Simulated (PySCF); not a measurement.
NO, SMILES [N]=O (connectivity only; charge and spin as stated), charge +1, multiplicity 1.

Coordinates come from a PBE-D3(BJ)/def2-TZVPD optimisation.

Computed with B3LYP/def2-TZVPD (PySCF).

```yaml
total_energy: -129.59207 hartree
point_group: C∞v
highest_occupied_level: -25.00 eV
lowest_empty_level: -13.54 eV
orbital_gap: 11.46 eV
dipole_moment_about_the_centre_of_nuclear_charge: 0.41 D
mean_static_polarisability: 7.0 bohr³ (1.04 Å³)
polarisability_principal_values: 5.9, 5.9, 9.2 bohr³
```
